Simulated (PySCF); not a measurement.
CH₃Cl, SMILES CCl.

Geometry optimised at ωB97X-D3(BJ)/def2-TZVP.

Calculation: PySCF with TDDFT-LC-ωPBE/def2-TZVPD.

Vertical excitations; the highest root listed may be one member of a degenerate set.  State labels are in the subgroup Cs.

| state | symmetry | energy (eV) | λ (nm) | f | main pairs |
|---|---|---|---|---|---|
| S1 | A" | 7.48 | 166 | 0.003 | HOMO→LUMO+1, HOMO→LUMO, HOMO→LUMO+7, HOMO→LUMO+4 (degenerate set) |
| S2 | A' | 7.48 | 166 | 0.003 | HOMO−1→LUMO+1, HOMO−1→LUMO, HOMO−1→LUMO+7, HOMO−1→LUMO+4 (degenerate set) |
| S3 | A' | 8.44 | 147 | 0.023 | HOMO−1→LUMO, HOMO−1→LUMO+1, HOMO−1→LUMO+4 (degenerate set) |
| S4 | A" | 8.44 | 147 | 0.023 | HOMO→LUMO, HOMO→LUMO+1, HOMO→LUMO+4 (degenerate set) |
| S5 | A" | 9.42 | 132 | 0.004 | HOMO−1→LUMO+2, HOMO→LUMO+3 (degenerate set) |
| S6 | A' | 9.42 | 132 | 0.004 | HOMO→LUMO+2, HOMO−1→LUMO+3 (degenerate set) |
| S7 | A" | 9.50 | 130 | 0.000 | HOMO→LUMO+3 48 %, HOMO−1→LUMO+2 48 % |
| S8 | A' | 9.51 | 130 | 0.119 | HOMO−1→LUMO+3 48 %, HOMO→LUMO+2 48 % |
| S9 | A" | 9.85 | 126 | 0.022 | HOMO→LUMO+4, HOMO→LUMO+1, HOMO→LUMO+7 (degenerate set) |
| S10 | A' | 9.85 | 126 | 0.022 | HOMO−1→LUMO+4, HOMO−1→LUMO+1, HOMO−1→LUMO+7 (degenerate set) |
| T1 | A" | 6.68 | 186 | 0 | HOMO→LUMO+7, HOMO→LUMO+1, HOMO→LUMO, HOMO→LUMO+4 (degenerate set) |
| T2 | A' | 6.68 | 186 | 0 | HOMO−1→LUMO+7, HOMO−1→LUMO+1, HOMO−1→LUMO, HOMO−1→LUMO+4 (degenerate set) |
| T3 | A' | 8.24 | 151 | 0 | HOMO−1→LUMO, HOMO−1→LUMO+1, HOMO−1→LUMO+4 (degenerate set) |
| T4 | A" | 8.24 | 151 | 0 | HOMO→LUMO, HOMO→LUMO+1, HOMO→LUMO+4 (degenerate set) |
Triplets are in the Tamm–Dancoff approximation, which puts them higher than full response would, so one can lie above its singlet here.
